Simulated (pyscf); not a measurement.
boron trifluoride (F–B(F)–F) + silane (SiH₄) -> F–SiH₃ + F–BH–F (four-centre exchange; singlet surface; B–F, H–Si broken, F–Si, B–H formed). Single points on ωB97X-D3(BJ)/def2-SVP structures (PySCF, gas phase). Rate constants from transition-state theory, ωB97M-D3(BJ)/def2-TZVP energies (ideal gas, 1 atm, RRHO with modes under 100 cm⁻¹ raised to 100, one conformer, R ln 2 for rigid chiral ones; no tunnelling), k in cm³ molecule⁻¹ s⁻¹.

```
T (K)  1000/T  log10 k
-----  ------  -------
298     3.354   -33.43
600     1.667   -22.93
900     1.111        ?
1200    0.833   -17.34
```

### Question
Fit an Arrhenius line to the three values, give the activation energy, and predict k at 900 K.

### Answer
Least squares gives log10 k = -12.16 − 6.36 × 1000/T, so Ea = 6.36 × ln 10 × 1.987 = 29.1 kcal/mol, against an electronic barrier of 25.3. At 900 K the line gives -19.23; the computed value is -19.26 (ΔG‡ = 56.1 kcal/mol), close to the line. This is the saddle that the search found; another between the same sides may lie lower.
